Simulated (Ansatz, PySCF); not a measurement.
This Ansatz (a first-principles code) input computes a BLYP/def2-TZVPD energy:

Ansatz 0.2 input:
```yaml
crystal:
  periodic: [false, false, false]
  atoms:
    - {symbol: C, position_ang: [0.69937568, 1.82728426, 0.00054562]}
    - {symbol: C, position_ang: [0.70156397, 0.30144699, 0.00086227]}
    - {symbol: C, position_ang: [-0.70156397, -0.30144699, -0.00086227]}
    - {symbol: C, position_ang: [-0.69937568, -1.82728426, -0.00054562]}
    - {symbol: H, position_ang: [1.71402131, 2.22985319, 0.00179956]}
    - {symbol: H, position_ang: [-1.71402131, -2.22985319, -0.00179956]}
    - {symbol: H, position_ang: [0.18459666, 2.21933891, 0.88117291]}
    - {symbol: H, position_ang: [0.18691897, 2.21897643, -0.88159613]}
    - {symbol: H, position_ang: [-0.18691897, -2.21897643, 0.88159613]}
    - {symbol: H, position_ang: [-0.18459666, -2.21933891, -0.88117291]}
    - {symbol: H, position_ang: [1.25015028, -0.06514793, -0.87321431]}
    - {symbol: H, position_ang: [1.24784513, -0.06478813, 0.87653194]}
    - {symbol: H, position_ang: [-1.24784513, 0.06478813, -0.87653194]}
    - {symbol: H, position_ang: [-1.25015028, 0.06514793, 0.87321431]}
basis:
  gaussian:
    orbitals: def2-TZVPD
hamiltonian:
  xc: {name: BLYP}
output: {forces: true}
```

Task: Write an input for the same energy in PySCF and say what it gives.

Result: 
```python
from pyscf import gto, scf, dft

mol = gto.M(
    atom='''
    C     0.69937568    1.82728426    0.00054562
    C     0.70156397    0.30144699    0.00086227
    C    -0.70156397   -0.30144699   -0.00086227
    C    -0.69937568   -1.82728426   -0.00054562
    H     1.71402131    2.22985319    0.00179956
    H    -1.71402131   -2.22985319   -0.00179956
    H     0.18459666    2.21933891    0.88117291
    H     0.18691897    2.21897643   -0.88159613
    H    -0.18691897   -2.21897643    0.88159613
    H    -0.18459666   -2.21933891   -0.88117291
    H     1.25015028   -0.06514793   -0.87321431
    H     1.24784513   -0.06478813    0.87653194
    H    -1.24784513    0.06478813   -0.87653194
    H    -1.25015028    0.06514793    0.87321431
    ''',
    basis='def2-tzvpd',
    charge=0,
    spin=0,
    verbose=4,
)

mf = dft.RKS(mol, xc='blyp').density_fit(auxbasis='def2-universal-jkfit')
mf.grids.level = 3
mf.conv_tol = 1e-9
mf.max_cycle = 100
mf.max_memory = 1500
mf.kernel()
if not mf.converged:
    mf = mf.newton()
    mf.kernel(mf.make_rdm1())
mf.analyze()
```
It gives -158.40235 Eh, and Ansatz -158.40218 Eh, a difference of 0.17 mEh, from the treatment of integrals and grids.
